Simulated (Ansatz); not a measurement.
**BC⁺, singlet: the ladder up to full CI**

Geometry: a point of a stretch scan, not a stationary point.

```
atom   x (Å)   y (Å)   z (Å)
   B  0.0000  0.0000  0.0000
   C  0.0000  0.0000  1.6850
```

Basis cc-pVDZ; Ansatz 0.2.0. Only valence electrons are correlated (noble-gas cores frozen), which leaves 6 electrons in 26 orbitals. Prefix R: restricted or restricted open-shell reference; prefix U: unrestricted. Active spaces: pair = (2e, 2o) about the gap; valence = (6e, 8o) chosen from the atoms' valence shells.

Full CI is exact within this basis and frozen core; it isn't the basis-set limit. The frozen core follows each run's orbitals, which can shift R against U totals by a few meV.

HF rows: UHF is the lowest solution found. Coupled cluster chose its determinant by a search with trial CCSD, here up to 0.62 eV above the lowest Hartree–Fock solution of its kind, and MP2 stands on that determinant too. The determinant fills πx and πy unequally, so it is a mixture of Σ and Δ, which weighs on every level built on one determinant.

RHF is unstable: UHF (⟨S²⟩ = 1.54) lies 2.38 eV below the lowest RHF solution. Higher spins weren't run at this geometry and may lie near or lower.

The UHF ⟨S²⟩ is 1.538. The ⟨S²⟩ of the determinant under UCCSD is 1.009, the T1 diagnostic (RCCSD) is 0.0666 and the largest doubles amplitude (RCCSD) is 0.251.

```json
{"level": "UHF†", "E − E(full CI) (kJ/mol)": "328.5", "share of correlation (%)": "–", "wall time": "0.93 s"}
{"level": "UMP2†", "E − E(full CI) (kJ/mol)": "133.8", "share of correlation (%)": "–", "wall time": "–"}
{"level": "RCCSD*", "E − E(full CI) (kJ/mol)": "62.1", "share of correlation (%)": "89.95", "wall time": "–"}
{"level": "UCCSD*†", "E − E(full CI) (kJ/mol)": "-1.2", "share of correlation (%)": "–", "wall time": "–"}
{"level": "RCCSD(T)*", "E − E(full CI) (kJ/mol)": "21.0", "share of correlation (%)": "96.60", "wall time": "1.1 s"}
{"level": "UCCSD(T)*†", "E − E(full CI) (kJ/mol)": "-44.9", "share of correlation (%)": "–", "wall time": "2.7 s"}
{"level": "BCCD(T)*", "E − E(full CI) (kJ/mol)": "22.6", "share of correlation (%)": "96.34", "wall time": "0.78 s"}
{"level": "RCCSDT", "E − E(full CI) (kJ/mol)": "15.4", "share of correlation (%)": "97.51", "wall time": "–"}
{"level": "UCCSDT*†", "E − E(full CI) (kJ/mol)": "-77.0", "share of correlation (%)": "–", "wall time": "–"}
{"level": "RCCSDT(Q)", "E − E(full CI) (kJ/mol)": "5.4", "share of correlation (%)": "99.13", "wall time": "1.5 s"}
{"level": "UCCSDT(Q)*†", "E − E(full CI) (kJ/mol)": "-91.1", "share of correlation (%)": "–", "wall time": "14 s"}
{"level": "RCCSDTQ*", "E − E(full CI) (kJ/mol)": "0.8", "share of correlation (%)": "99.87", "wall time": "16 s"}
{"level": "CASSCF (valence space)", "E − E(full CI) (kJ/mol)": "173.6", "share of correlation (%)": "71.90", "wall time": "–"}
{"level": "NEVPT2 (valence space)", "E − E(full CI) (kJ/mol)": "37.2", "share of correlation (%)": "93.98", "wall time": "2.3 s"}
{"level": "MRCISD (valence space)", "E − E(full CI) (kJ/mol)": "5.3", "share of correlation (%)": "99.14", "wall time": "–"}
{"level": "MRCISD+Q (valence space)", "E − E(full CI) (kJ/mol)": "-0.3", "share of correlation (%)": "100.05", "wall time": "3.2 s"}
```

An asterisk marks runs whose energy the program itself flagged as in doubt. A dagger marks rows that describe another state than the reference (another or a broken symmetry, a higher spin or other natural occupations), so the difference holds a gap between states beside the method's error.

The correlation energy at full CI, counted from the determinant under the R cluster runs, is -6.402 eV. That run took 11 s on 1 thread of Arm Neoverse V2, shared host over 1,690,944 determinants.

Run but not shown, since their state, orbitals or frozen core can't be matched to the reference's or they repeat it: RHF, RMP2, CISD, CASSCF (pair space), NEVPT2 (pair space), MRCISD (pair space), MRCISD+Q (pair space).

Times hold each run's SCF and search for its determinant on a shared host, so for small cases they say little of a method's own cost; they ran on 1 thread of Arm Neoverse V2.

Unrestricted levels hold only the spin's projection, and here they fall towards a lower state of higher spin.

The full-CI state has the irrep A1 of C2v, in the program's axes (one component, if the state is degenerate).

Natural occupations of full CI about the gap: 1.943 1.717 0.930 0.927 0.240 0.090 0.090 0.020 0.006 0.005; effectively unpaired electrons, Σ n²(2−n)², 2.47. No single determinant describes this state well, so single-reference rows can miss without a flag.
